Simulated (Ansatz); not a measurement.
Here is a job for Ansatz (a quantum-chemistry and plane-wave program).
Ansatz 0.2 input:
```yaml
crystal:
  periodic: [false, false, false]
  atoms:
    - {symbol: O, position_ang: [-0.00000000, -0.00000000, -0.10875415]}
    - {symbol: H, position_ang: [0.00000000, 0.00000000, 0.87003317]}
basis:
  gaussian:
    orbitals: STO-3G
hamiltonian:
  xc: r2scan
total_charge: -2
magnetization: {spin_polarized: true, initial_magnetization: 1}
```

Question: What does this run give for the total energy, number of basis functions, <S^2>?

Answer: 
```json
{
 "total_energy": "-73.1695 Eh",
 "number_of_basis_functions": "6",
 "<S^2>": "0.750"
}
```

A gas-phase anion may not be bound at this level; its values then depend on the basis.
